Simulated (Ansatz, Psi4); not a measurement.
**A ladder of methods for C2H7P (dimethylphosphine)**

C2H7P: 10 atoms, total charge 0, spin state singlet. SMILES: `CPC`. The shape is that of a PBE0-D4/def2-TZVP optimisation.

```csv
atom,x (Å),y (Å),z (Å)
C,-0.9399,0.5627,-0.9122
P,0.6417,0.8520,-0.0101
C,0.6499,-0.6107,1.1122
H,-1.0452,-0.4618,-1.2747
H,-1.0035,1.2489,-1.7590
H,-1.7735,0.7871,-0.2430
H,1.5091,0.3168,-1.0014
H,-0.0908,-0.4549,1.8998
H,1.6274,-0.6932,1.5911
H,0.4248,-1.5470,0.5974
```

Each level gives the energy change with the C1–H6 bond stretched from 1.092 to 2.403 Å (eV). The values are calculated.

```
                           level                    kind  program  value (eV)  less CCSD(T)/6-311+G**
     BLYP/6-311+G** (restricted)                     GGA   Ansatz        4.31                   +0.11
    M06-L/6-311+G** (restricted)                meta-GGA     Psi4        4.76                   +0.56
     TPSS/6-311+G** (restricted)                meta-GGA     Psi4        4.56                   +0.36
   r2SCAN/6-311+G** (restricted)                meta-GGA     Psi4        4.70                   +0.50
CAM-B3LYP/6-311+G** (restricted)  range-separated hybrid   Ansatz        4.99                   +0.79
    wB97X/6-311+G** (restricted)  range-separated hybrid   Ansatz        5.14                   +0.94
  CCSD(T)/6-311+G** (restricted)   coupled cluster or CI   Ansatz        4.20                    0.00
     CCSD/6-311+G** (restricted)   coupled cluster or CI   Ansatz        4.48                   +0.28
```

Differences are taken from CCSD(T)/6-311+G** (restricted) for orientation; it has basis-set and higher-order errors of its own. Its T1 diagnostic reaches 0.032, a sign that one reference may not serve. At this stretch a single reference begins to fail. The first shape isn't each level's own minimum. The values span 4.20 to 5.14 eV.
